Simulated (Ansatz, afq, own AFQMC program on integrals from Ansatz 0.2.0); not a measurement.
SiHS$_{2}$, doublet: AFQMC among the cluster methods

```yaml
atoms:
  - { symbol: Si, position_ang: [0.0000, -0.8277, 0.1141] }
  - { symbol: S, position_ang: [0.0000, 0.5109, -1.8671] }
  - { symbol: S, position_ang: [0.0000, 0.2867, 1.7635] }
  - { symbol: H, position_ang: [0.0000, -2.3083, 0.1141] }
```

Connectivity, by distances: S–SiH–S.

Basis cc-pVDZ. Noble-gas cores (and the filled d shells of Ga–Kr and In–Xe) are frozen. AFQMC by an in-house program on the Cholesky factors that Ansatz 0.2.0 writes for its CCSD(T) run. ph-AFQMC/CISD is guided by a CISD state made of CCSD amplitudes; releasing the constraint for a short imaginary time cuts its bias at the price of noise, slowly where states lie close. Uncertainties: one standard error, sampling alone.

Determinant: UHF, the one that the program's search chose, which needn't be the lowest solution. The geometry is a point of a scan.

No full CI on the walks' own integrals is used here; CCSDT(Q) serves as the reference and is uncertain by about the last step of the cluster series.

The T1 diagnostic is 0.0266. The weight of the determinant in the CISD state is 0.806 and the ⟨S²⟩ of the determinant is 0.762. The size of the correlated space is 17 electrons in 44 orbitals.

Reference: CCSDT(Q), correlation energy -10.308 eV. The released energy is read at 0.99 1/Eh, later times being too noisy (meV from the phaseless value at times in 1/Eh: -15 ± 7 at 0.24, -10 ± 7 at 0.51, -18 ± 9 at 0.99, -17 ± 13 at 1.50).

```tsv
level	E − E(reference) (kcal/mol)	share of correlation (%)
HF	237.70	0.00
MP2	36.07	84.82
CCSD	11.61	95.12
CCSD(T)	2.37	99.00
CCSDT	1.00	99.58
ph-AFQMC/CISD	0.93 ± 0.14	99.61
released AFQMC	0.51 ± 0.22	99.79
```

A walk keeps the symmetry of its determinant, which the program's search chose and which needn't be the lowest solution, so a lower state of the same spin and another symmetry isn't excluded. Released energies are given only where the last usable release times agree within the noise; a slower fall can still hide under it.
